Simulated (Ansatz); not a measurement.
The input, for Ansatz 0.2.0:

```yaml
crystal:
  periodic: [false, false, false]
  atoms:
    - {symbol: Si, position_ang: [0.005068, 0.000000, 1.096519]}
    - {symbol: Si, position_ang: [0.007092, 0.000000, -1.271468]}
    - {symbol: H, position_ang: [0.568683, 1.206193, 1.768182]}
    - {symbol: H, position_ang: [-1.476221, -0.000005, 1.338443]}
    - {symbol: H, position_ang: [0.568691, -1.206189, 1.768182]}
basis:
  gaussian: {orbitals: cc-pVDZ}
total_charge: 1
magnetization: {spin_polarized: true, initial_magnetization: 2}
correlation: {method: ccsd_t, electrons: outside_noble_gas}
accuracy: high
```

```sh
$ ansatz run in.yaml --threads 1 --pin off --events-out ev --progress --plain --max-ram 2393MiB
```

Output:

```
1140 factors; integrals over basis functions are off by at most 3.8e-9 eV
mean field evaluation 1: about -15759.9270 eV, gradient 1.1e1 eV
mean field evaluation 2: about -15759.9417 eV, gradient 1.1e1 eV
mean field evaluation 4: about -15761.7428 eV, gradient 1.4e0 eV
mean field evaluation 8: about -15761.8058 eV, gradient 1.5e-1 eV
mean field evaluation 16: about -15761.8070 eV, gradient 2.7e-8 eV
mean field evaluation 32: about -15761.8070 eV, gradient 1.3e-4 eV
mean field evaluation 64: about -15761.8186 eV, gradient 9.8e-1 eV
mean field evaluation 96: about -15761.7003 eV, gradient 2.7e-3 eV
mean field evaluation 128: about -15759.4773 eV, gradient 5.8e-4 eV
mean field evaluation 160: about -15757.9308 eV, gradient 3.2e-1 eV
...
cycle   7  -4.95925609 eV  change    9.1e-9 eV  update   7.4e-8
cycle   8  -4.95925610 eV  change   -1.3e-8 eV  update   4.3e-8
cycle   9  -4.95925608 eV  change    1.8e-8 eV  update   3.1e-8
cycle  10  -4.95925593 eV  change    1.5e-7 eV  update   7.3e-8
cycle  11  -4.95925590 eV  change    3.4e-8 eV  update   2.6e-8
cycle  12  -4.95925590 eV  change  -1.8e-11 eV  update   1.0e-8
cycle  13  -4.95925590 eV  change   7.6e-10 eV  update   5.7e-9
cycle  14  -4.95925590 eV  change   8.5e-10 eV  update   2.8e-9
cycle  15  -4.95925589 eV  change   9.5e-10 eV  update   1.3e-9
cycle  16  -4.95925589 eV  change  -1.1e-10 eV  update  5.0e-10
perturbative correction -0.13252808 eV, -0.0048703171 hartree
Total energy: -15766.89876419 eV, -579.4228423961 hartree
```

Ran on 1 thread of Arm Neoverse V2, shared host: 8.5 s wall, 0.19 GiB peak host memory.
